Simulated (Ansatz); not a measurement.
**CH2Cl+ (SMILES [CH2+]Cl): a relaxation**

Aim: see where a relaxation from this start ends.

The runs use Ansatz 0.2.0, Gaussian basis; PBE-D4/cc-pVDZ.

### Step 1. Starting geometry

The start, displaced at random: SMILES `[CH2+]Cl`, 4 atoms, charge 1, spin multiplicity 1.

Atoms are counted from 1 here; the program's logs count them from 0.

Bond lengths: C1–Cl2 1.398 Å, C1–H3 1.233 Å, C1–H4 1.091 Å. Angles: Cl2–C1–H3 127.6°, Cl2–C1–H4 126.4°, H3–C1–H4 105.9°.

Geometry (Å):

```xyz
4

C     0.0281    0.0204   -0.0267
Cl    1.2999    0.1522    0.5388
H    -0.7177   -0.9607    0.0181
H    -0.4876    0.7601   -0.6408
```

### Step 2. The relaxation

Contents of run/in.yaml:

```yaml
crystal:
  periodic: [false, false, false]
  atoms:
    - {symbol: C, position_ang: [0.028068, 0.020381, -0.026696]}
    - {symbol: Cl, position_ang: [1.299945, 0.152250, 0.538751]}
    - {symbol: H, position_ang: [-0.717687, -0.960743, 0.018139]}
    - {symbol: H, position_ang: [-0.487634, 0.760086, -0.640837]}
basis:
  gaussian: {orbitals: cc-pVDZ}
total_charge: 1
hamiltonian: {xc: pbe, dispersion: d4}
relax: {f_tol: 0.002, max_steps: 30, max_displacement: 0.2}
```

Launch:

```sh
$ ansatz run in.yaml --threads 2 --pin off --events-out ev --progress --plain --max-ram 3481MiB
```

Before running it: what results should come out? Wanted: energy change; last largest force; RMSD from the start.

**Answer**, as computed:

| quantity | value |
| --- | --- |
| steps | 8 |
| energy change | -36.7 kcal/mol |
| last largest force | 0.0001 eV/Å |
| RMSD from the start | 0.098 Å |

**Reading.** It converged in 8 steps at a force tolerance of 0.002 eV/Å.
